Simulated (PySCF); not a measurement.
3,3,3-trifluoropropene, C3H3F3.
Bonds: C1–C2 (double), C2–C3, C3–F4, C3–F5, C3–F6. Hydrogens: H7, H8 on C1; H9 on C2.

Torsions of this conformer, `[CH2:1]=[CH:2][C:3]([F:4])([F:5])[F:6]`: C1–C2–C3–F4 0°.

The closed-shell ground state was solved at several levels (PySCF, density fitting, gas phase, non-relativistic). Isolated species at its GFN2-xTB geometry, gas phase.

```
        level  basis functions  total energy (Eh)  HOMO (eV)  LUMO (eV)  gap (eV)  dipole (D)
PBE0/pcSseg-1              117          -415.1829      -8.88      -0.82      8.06        2.51
  B3LYP/pcJ-1              192          -415.6459      -8.61      -1.05      7.56        2.51
```

Question: What might CAM-B3LYP/def2-SVPD (153 basis functions) give for the same quantities?

Answer: Total energy -415.2214 Eh, HOMO -10.33 eV, LUMO 0.22 eV, gap 10.55 eV, dipole 2.67 D.

Question: Over all these levels, which gives the widest orbital gap and which the narrowest?

Answer: CAM-B3LYP/def2-SVPD (range-separated hybrid) has the widest, 10.55 eV, and B3LYP/pcJ-1 (global hybrid, 20 % exact exchange) the narrowest, 7.56 eV. Functional and basis both differ between the two, so the spread mixes both effects.

Question: How far do the dipole and the HOMO energy spread over the levels?

Answer: The dipole runs from 2.51 to 2.67 D (mean 2.56 D) and the HOMO from -10.33 to -8.61 eV.
